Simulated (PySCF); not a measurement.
**PH, CCSD(T): how much the basis matters**

PySCF, UHF reference; triplet, unpaired electrons π ↑↑; De to P + H without counterpoise correction. Frozen cores follow the default of each basis and core potential.

```csv
basis,relativity,functions,Re (Å),ωe (cm⁻¹),De (eV),frozen orbitals
def2-SVP,no relativity,23,1.434,2368,2.83,5
"6-311G(d,p)",no relativity,32,1.427,2376,2.90,5
aug-cc-pV(D+d)Z/aug-cc-pVDZ,no relativity,41,1.439,2340,2.89,5
pcseg-2,no relativity,48,1.422,2380,3.08,5
x2c-TZVPPall,spin-free X2C,56,1.425,2359,3.06,5
def2-TZVPPD,no relativity,65,1.425,2362,3.08,5
```

**Question.** How does each smaller set differ from the one with most functions, def2-TZVPPD?

**Answer.** def2-SVP: +0.9 pm, +0.3 % in ωe, -0.25 eV in De; 6-311G(d,p): +0.2 pm, +0.6 % in ωe, -0.18 eV in De; aug-cc-pV(D+d)Z/aug-cc-pVDZ: +1.4 pm, -0.9 % in ωe, -0.19 eV in De; pcseg-2: -0.3 pm, +0.8 % in ωe, +0.00 eV in De; x2c-TZVPPall: +0.0 pm, -0.1 % in ωe, -0.02 eV in De. All at CCSD(T); the set with most functions is neither the basis-set limit nor always the best. The rows treat relativity differently, so the differences are not basis effects alone.

Correlated steps freeze 5 core orbitals. Correlated levels converge slowly with the basis: in double zeta they bind strong bonds too weakly, by up to about 1 eV, and carry superposition errors of some tenths. The state is the lowest determinant that a PBE0 search found; another state may lie lower at other levels.
